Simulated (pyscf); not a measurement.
# Four-centre exchange: `[CH3][SH]` + `[H][H]` -> `[CH4]` + `[SH2]`

Gas phase, singlet surface, charge 0. Bonds broken: C1–S2, H7–H8. Bonds formed: C1–H7, S2–H8. Single points on ωB97X-D3(BJ)/def2-SVP structures (PySCF, gas phase).

Transition state (Å):

```xyz
8

C     -0.9963    -0.0304    -0.4214
S      0.7736     0.2004     1.3720
H     -1.8304     0.5216     0.0205
H     -1.2839    -0.9272    -0.9822
H     -0.2890     0.5912    -0.9692
H      1.8084     0.9840     1.8243
H     -0.8777    -1.0758     0.7474
H     -0.4444    -1.2269     1.5056
```

One imaginary mode, 1514i cm⁻¹; descent along it reached the two sides named.

| bond | change | reactant side (Å) | saddle | product side |
|---|---|---|---|---|
| C1–S2 | breaks | 1.814 | 2.530 | 3.6 |
| H7–H8 | breaks | 0.762 | 0.886 | 3.0 |
| C1–H7 | forms | 3.8 | 1.573 | 1.100 |
| S2–H8 | forms | 3.0 | 1.881 | 1.343 |

Electronic energies relative to the separated reactants (kcal/mol):

```
level                   barrier  reaction energy  reverse barrier
----------------------  -------  ---------------  ---------------
ωB97X-D3(BJ)/def2-TZVP     99.2            -18.4            117.6
PBE/def2-TZVP              80.8            -18.8             99.5
r²SCAN/def2-TZVP           87.1            -19.2            106.3
B3LYP-D3(BJ)/def2-TZVP     87.6            -19.3            106.9
PBE0-D3(BJ)/def2-TZVP      90.3            -19.0            109.3
M06-2X/def2-TZVP           97.0            -18.1            115.1
ωB97M-D3(BJ)/def2-TZVP     95.1            -19.7            114.9
HF/def2-TZVP              118.4            -23.0            141.4
```

With ωB97M-D3(BJ)/def2-TZVP energies and thermal terms (ideal gas, 1 atm, RRHO with modes under 100 cm⁻¹ raised to 100, one conformer, R ln 2 for chiral ones without a mode under 150 cm⁻¹), in kcal/mol:

```
T (K)   ΔH‡    ΔG‡     ΔH     ΔG
-----  ----  -----  -----  -----
298    93.7  101.2  -17.6  -18.2
600    93.5  109.0  -18.5  -18.4
900    93.7  116.7  -19.5  -18.2
1200   94.1  124.3  -20.2  -17.6
```

From the product side, SH• + H• + CH₄ lies, by one bond made or cut, 19.4 kcal/mol under this saddle at ωB97M-D3(BJ)/def2-TZVP. The same reactants have a lower exit, to H₂C=S + H₂ + H₂ (barrier +69.1 kcal/mol at ωB97M-D3(BJ)/def2-TZVP, against +95.1 kcal/mol here). This is the saddle that the search found; another between the same sides may lie lower. One closed-shell reference is unstable to symmetry breaking; treat the single-reference values with care.
